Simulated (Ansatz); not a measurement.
Zinc-blende MgS (metastable phase) was calculated with r²SCANh (Ansatz, a program for electronic structure, PAW).

Settings: plane-wave cutoff 520 eV, 8×8×8 k mesh, Fermi–Dirac smearing 0.01 eV, scalar-relativistic PAW data made under PBE.

Energies at three volumes about the minimum:

| V (Å³/atom) | E − E_lowest (meV/atom) |
|---|---|
| 22.040 | 2.79 |
| 22.678 | 0.00 |
| 23.170 | 2.50 |

**Question.** Fit a parabola by hand: where is the minimum, what lattice constant follows, and what is the bulk modulus?

**Answer.** Slopes: (0.00 − 2.79)/(22.678 − 22.040) = -4.373 and (2.50 − 0.00)/(23.170 − 22.678) = 5.081 meV/Å³. Curvature E″ = 2 × (5.081 − (-4.373))/(23.170 − 22.040) = 16.733 meV/Å⁶. From the middle of the first interval, the slope vanishes at V0 = 22.3590 − (-4.373)/16.733 = 22.620 Å³/atom. B = V0 E″ = 22.620 × 16.733 meV/Å³ × 0.1602 GPa per meV/Å³ = 60.6 GPa. With 8 atoms in the cube, a = (8 × 22.620)^(1/3) = 5.656 Å. The full Birch–Murnaghan fit to all volumes gives V0 = 22.608 Å³/atom and B0 = 60.7 GPa.
